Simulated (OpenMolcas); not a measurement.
# N2H3 (hydrazinyl radical), step by step

Aim: a single-point energy (ROHF/STO-3G), then the energy (CASSCF(3,3)/STO-3G), then a single-point energy (CASPT2(3,3)/STO-3G), then the energy (SC-NEVPT2(3,3)/STO-3G), then a single-point energy (MRCI(3,3)/STO-3G) of N2H3 (hydrazinyl radical). 

The calculation is run with OpenMolcas 26.06.

1 further run of the same task is left out (set aside as unsound or not needed).

**1. The molecule**

N2H3: 5 atoms, total charge 0, spin state doublet. SMILES: `[NH]N`. Geometry: relaxed at PBE0-D4/def2-TZVP. This is one conformer, not always the lowest.

Bond lengths: N1–N2 1.338 Å, N1–H3 1.021 Å, N2–H4 1.008 Å, N2–H5 1.012 Å. Angles: N1–N2–H4 113.9°, N1–N2–H5 120.9°, N2–N1–H3 106.1°, H4–N2–H5 114.6°.

**2. A single-point energy at ROHF/STO-3G (run 1)**

Contents of geom.xyz:

```xyz
5

N     -0.187600    -0.818050     0.454040
N     -0.128660     0.235610    -0.368450
H      0.759840    -0.951450     0.811270
H     -1.030950     0.592300    -0.640030
H      0.587360     0.941580    -0.256830
```

Contents of step1.inp:

```
>>> EXPORT MOLCAS_PRINT=2

&GATEWAY
  BASLIB=$CurrDir
  COORD=geom.xyz
  BASIS=STO-3G
  GROUP=NoSym

&SEWARD

&SCF
  UHF
  SPIN=2
  SCRAMBLE=0.25
  PRORBITALS=1 1

&RASSCF
  FILEORB=$Project.UnaOrb
  SPIN=2
  NACTEL=1 0 0
  INACTIVE=8
  RAS2=1
  OUTORBITALS=Canonical
  ORBLISTING=Nothing
```

The basis set STO-3G is read from a file made from the Basis Set Exchange's data (not shown).

Started as:

```sh
$ export MOLCAS_MEM=1860
$ pymolcas step1.inp > step1.log
```

The program printed:

```text
--- Start Module: gateway ---
[...]
--- Stop Module: gateway /rc=_RC_ALL_IS_WELL_ ---
[...]
      Basis functions           13
[...]
--- Start Module: scf ---
[...]
       Convergence after  15 Iterations
[...]
::    Total SCF energy                               -109.1444748673
[...]
      Total spin, S                                     0.5026243485
[...]
--- Stop Module: scf /rc=_RC_ALL_IS_WELL_ ---
--- Start Module: rasscf ---
[...]
      Number of active orbitals                  1
[...]
      Spin quantum number                      0.5
[...]
      Active orbitals                            1
[...]
      Number of CSFs                             1
[...]
      Number of root(s) required                 1
[...]
      Convergence after  7 iterations
[...]
      printout of CI-coefficients larger than  0.05 for root  1
      energy=    -109.142507
      conf/sym  1     Coeff  Weight
             1  u   1.00000 1.00000
      Natural orbitals and occupation numbers for root  1
      sym 1:   1.000000
      ************************************************************************************************************************
      *                                                    Final results                                                     *
[...]
::    RASSCF root number  1 Total energy:   -109.14250669
[...]
      Total electronic charge=   17.000000
      Total            charge=   -0.000000
[...]
      Dipole Moment (debye):
      Origin of the operator (angstrom)=   -0.1325   -0.2439    0.0358
                   X=  1.0496E+00               Y=  1.8931E+00               Z=  1.0235E-01           Total=  2.1670E+00
      Quadrupole Moment (debye*angstrom):
[...]
--- Stop Module: rasscf /rc=_RC_ALL_IS_WELL_ ---
[...]
```

Wall time 2.4 s (1 thread of Arm Neoverse V1, shared host); peak memory 0.37 GiB.

**3. The energy at CASSCF(3,3)/STO-3G (run 2)**

geom.xyz is that of step 2.

Contents of step2.input:

```
&GATEWAY
  BasLib=$CurrDir
  Coord=geom.xyz
  Basis=STO-3G
  Group=NoSym

&SEWARD

&RASSCF
  FileOrb=$CurrDir/step1.RasOrb
  Spin=2
  Nactel=3 0 0
  Inactive=7
  Ras2=3
  OrbListing=Nothing
```

The basis set STO-3G is read from a file made from the Basis Set Exchange's data (not shown).

Started as:

```sh
$ export MOLCAS_MEM=1860
$ pymolcas step2.input > step2.log
```

The program printed:

```text
--- Start Module: gateway ---
[...]
--- Stop Module: gateway /rc=_RC_ALL_IS_WELL_ ---
--- Start Module: seward ---
[...]
      Basis functions           13
--- Stop Module: seward /rc=_RC_ALL_IS_WELL_ ---
--- Start Module: rasscf ---
[...]
      Number of active orbitals                  3
[...]
      Spin quantum number                      0.5
[...]
      Active orbitals                            3
[...]
      Number of CSFs                             8
[...]
      Number of root(s) required                 1
[...]
      Convergence after 20 iterations
[...]
      printout of CI-coefficients larger than  0.05 for root  1
      energy=    -109.158433
      conf/sym  111     Coeff  Weight
             1  2u0   0.99552 0.99107
             8  0u2   0.08900 0.00792
      Natural orbitals and occupation numbers for root  1
      sym 1:   1.982965   1.000154   0.016880
      ************************************************************************************************************************
      *                                                    Final results                                                     *
[...]
::    RASSCF root number  1 Total energy:   -109.15843347
[...]
      Total electronic charge=   17.000000
      Total            charge=   -0.000000
[...]
      Dipole Moment (debye):
      Origin of the operator (angstrom)=   -0.1325   -0.2439    0.0358
                   X=  1.0427E+00               Y=  1.9025E+00               Z=  1.0553E-01           Total=  2.1720E+00
      Quadrupole Moment (debye*angstrom):
[...]
--- Stop Module: rasscf /rc=_RC_ALL_IS_WELL_ ---
[...]
```

Run time: 1.9 s. Hardware: 1 thread of Arm Neoverse V1, shared host; peak memory 0.37 GiB.

**4. The energy at CASPT2(3,3)/STO-3G (run 3)**

geom.xyz is that of step 3.

Contents of step3.input:

```
&GATEWAY
 BasLib=$CurrDir
 Coord=geom.xyz
 Basis=STO-3G
 Group=NoSym

&SEWARD

&RASSCF
 FileOrb=$CurrDir/step2.RasOrb
 Spin=2
 Nactel=3 0 0
 Inactive=7
 Ras2=3
 OrbListing=Nothing

&CASPT2
 Imaginary=0.1
 Frozen=2
```

The basis set STO-3G is read from a file made from the Basis Set Exchange's data (not shown).

Started as:

```sh
$ export MOLCAS_MEM=1860
$ pymolcas step3.input > step3.log
```

The program printed:

```text
--- Start Module: gateway ---
[...]
--- Stop Module: gateway /rc=_RC_ALL_IS_WELL_ ---
[...]
      Basis functions           13
[...]
--- Start Module: rasscf ---
[...]
      Number of active orbitals                  3
[...]
      Spin quantum number                      0.5
[...]
      Active orbitals                            3
[...]
      Number of CSFs                             8
[...]
      Number of root(s) required                 1
[...]
      Convergence after  4 iterations
[...]
      printout of CI-coefficients larger than  0.05 for root  1
      energy=    -109.158433
      conf/sym  111     Coeff  Weight
             1  2u0   0.99552 0.99107
             8  0u2   0.08900 0.00792
      Natural orbitals and occupation numbers for root  1
      sym 1:   1.982965   1.000154   0.016880
      ************************************************************************************************************************
      *                                                    Final results                                                     *
[...]
::    RASSCF root number  1 Total energy:   -109.15843347
[...]
      Total electronic charge=   17.000000
      Total            charge=   -0.000000
[...]
      Dipole Moment (debye):
      Origin of the operator (angstrom)=   -0.1325   -0.2439    0.0358
                   X=  1.0427E+00               Y=  1.9025E+00               Z=  1.0552E-01           Total=  2.1720E+00
      Quadrupole Moment (debye*angstrom):
[...]
--- Stop Module: rasscf /rc=_RC_ALL_IS_WELL_ ---
--- Start Module: caspt2 ---
[...]
      E2 (Variational):          -0.0651495513
      Total energy:            -109.2235830184
[...]
      Reference weight:           0.97486
[...]
::    CASPT2 Root  1     Total energy:   -109.22358302
[...]
--- Stop Module: caspt2 /rc=_RC_ALL_IS_WELL_ ---
[...]
```

Run time: 1.7 s. Hardware: 1 thread of Arm Neoverse V1, shared host; peak memory 0.37 GiB.

**5. The energy at SC-NEVPT2(3,3)/STO-3G (run 4)**

geom.xyz is that of step 4.

Contents of step4.input:

```
* H3N2 NEVPT2
&GATEWAY
BasLib = $CurrDir
Coord = geom.xyz
Basis = STO-3G
Group = NoSym
&SEWARD
&RASSCF
FileOrb = $CurrDir/step2.RasOrb
Spin = 2
Nactel = 3 0 0
Inactive = 7
Ras2 = 3
OrbListing = Nothing
&CASPT2
SC-NEVPT2
Frozen = 2
```

The basis set STO-3G is read from a file made from the Basis Set Exchange's data (not shown).

Started as:

```sh
$ export MOLCAS_MEM=1860
$ pymolcas step4.input > step4.log
```

The program printed:

```text
--- Start Module: gateway ---
[...]
--- Stop Module: gateway /rc=_RC_ALL_IS_WELL_ ---
[...]
      Basis functions           13
[...]
--- Start Module: rasscf ---
[...]
      Number of active orbitals                  3
[...]
      Spin quantum number                      0.5
[...]
      Active orbitals                            3
[...]
      Number of CSFs                             8
[...]
      Number of root(s) required                 1
[...]
      Convergence after  4 iterations
[...]
      printout of CI-coefficients larger than  0.05 for root  1
      energy=    -109.158433
      conf/sym  111     Coeff  Weight
             1  2u0   0.99552 0.99107
             8  0u2   0.08900 0.00792
      Natural orbitals and occupation numbers for root  1
      sym 1:   1.982965   1.000154   0.016880
      ************************************************************************************************************************
      *                                                    Final results                                                     *
[...]
::    RASSCF root number  1 Total energy:   -109.15843347
[...]
      Total electronic charge=   17.000000
      Total            charge=   -0.000000
[...]
      Dipole Moment (debye):
      Origin of the operator (angstrom)=   -0.1325   -0.2439    0.0358
                   X=  1.0427E+00               Y=  1.9025E+00               Z=  1.0552E-01           Total=  2.1720E+00
      Quadrupole Moment (debye*angstrom):
[...]
--- Stop Module: rasscf /rc=_RC_ALL_IS_WELL_ ---
--- Start Module: caspt2 ---
[...]
      E2 (Variational):          -0.0658402441
[...]
      E2 (Variational):          -0.0653964377
      Total energy:            -109.2238299048
[...]
      Reference weight:           0.97470
[...]
::    SC-NEVPT2 Root  1     Total energy:   -109.22382990
[...]
--- Stop Module: caspt2 /rc=_RC_ALL_IS_WELL_ ---
[...]
```

Wall time 1.7 s (1 thread of Arm Neoverse V1, shared host); peak memory 0.37 GiB.

**6. The energy at MRCI(3,3)/STO-3G (run 5)**

geom.xyz is that of step 5.

Contents of step5.inp:

```
&GATEWAY
 BasLib
 $CurrDir
 Coord
 geom.xyz
 Basis
 STO-3G
 Group
 NoSym

&SEWARD

&RASSCF
 FileOrb
 $CurrDir/step2.RasOrb
 Spin
 2
 Nactel
 3 0 0
 Inactive
 7
 Ras2
 3
 OrbListing
 Nothing

&MOTRA
 LumOrb
 Frozen
 2

&GUGA
 Electrons
 13
 Spin
 2
 Inactive
 5
 Active
 3
 CIAll
 1

&MRCI
 SDCI
```

The basis set STO-3G is read from a file made from the Basis Set Exchange's data (not shown).

Started as:

```sh
$ export MOLCAS_MEM=1860
$ pymolcas step5.inp > step5.log
```

The program printed:

```text
--- Start Module: gateway ---
[...]
--- Stop Module: gateway /rc=_RC_ALL_IS_WELL_ ---
[...]
      Basis functions           13
[...]
      Number of active orbitals                  3
[...]
      Spin quantum number                      0.5
[...]
      Active orbitals                            3
[...]
      Number of CSFs                             8
[...]
      Number of root(s) required                 1
[...]
      Convergence after  4 iterations
[...]
      printout of CI-coefficients larger than  0.05 for root  1
      energy=    -109.158433
      conf/sym  111     Coeff  Weight
             1  2u0   0.99552 0.99107
             8  0u2   0.08900 0.00792
      Natural orbitals and occupation numbers for root  1
      sym 1:   1.982965   1.000154   0.016880
      ************************************************************************************************************************
      *                                                    Final results                                                     *
[...]
::    RASSCF root number  1 Total energy:   -109.15843347
[...]
      Dipole Moment (debye):
      Origin of the operator (angstrom)=   -0.1325   -0.2439    0.0358
                   X=  1.0427E+00               Y=  1.9025E+00               Z=  1.0552E-01           Total=  2.1720E+00
      Quadrupole Moment (debye*angstrom):
[...]
--- Start Module: guga ---
[...]
--- Start Module: mrci ---
[...]
       (But an ACPF correction will be computed)
       USE THE DEFAULT ACPF G-VALUE GFAC=  0.15384615384615385
[...]
                      CI ENERGY:  -109.24638261
[...]
                ACPF CORRECTION:    -0.00406428
[...]
      Total electronic charge=   17.000000
      Total            charge=   -0.000000
[...]
     ACPF CORRECTION:     -0.00406428
[...]
  CI State   1     Total energy:   -109.24638261     QDav:     -0.00484394     QACPF:     -0.00406428
[...]
```

Run time: 2 s. Hardware: 1 thread of Arm Neoverse V1, shared host; peak memory 0.37 GiB.

**7. What came out**

```
                         quantity                                                                value
 run 1, ROHF/STO-3G: total energy                                                        -109.14251 Eh
run 1, ROHF/STO-3G: dipole moment                                                               2.17 D
        run 2, CASSCF(3,3)/STO-3G  no result (a known fault or a wrong state: its values are left out)
        run 3, CASPT2(3,3)/STO-3G  no result (a known fault or a wrong state: its values are left out)
     run 4, SC-NEVPT2(3,3)/STO-3G  no result (a known fault or a wrong state: its values are left out)
          run 5, MRCI(3,3)/STO-3G  no result (a known fault or a wrong state: its values are left out)
```

What this shows: Mulliken charges (run 1, ROHF/STO-3G) run from -0.35 on N2 to +0.20 on H4; they depend strongly on the basis. 4 of the 5 runs ended normally but are set aside, since settings or state are in doubt.
